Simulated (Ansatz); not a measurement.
**hcp against bcc along group 5**

Theory: DFT, PBEsol, plane waves (420 eV) with PAW, scalar-relativistic in Ansatz. The PAW files were generated under PBE, with cores re-solved for the functional.

Each structure is relaxed within its symmetry, in the lowest magnetic state of the tried starts. Differences under about 8 meV lie within the error of the k-point mesh.

```
element  E(hcp) − E(bcc) (meV/atom)  V(hcp) (Å³/atom)  V(bcc) (Å³/atom)       state of hcp       state of bcc
      V                         271             13.34             12.96  spin not included  spin not included
     Nb                           ?                 ?                 ?                  ?                  ?
     Ta                         296             18.12             17.71  spin not included  spin not included
```

**Question.** Fill in the row of Nb.

**Answer.** E(hcp) − E(bcc) (meV/atom): 312; V(hcp) (Å³/atom): 18.06; V(bcc) (Å³/atom): 17.49; state of hcp: spin not included; state of bcc: spin not included.
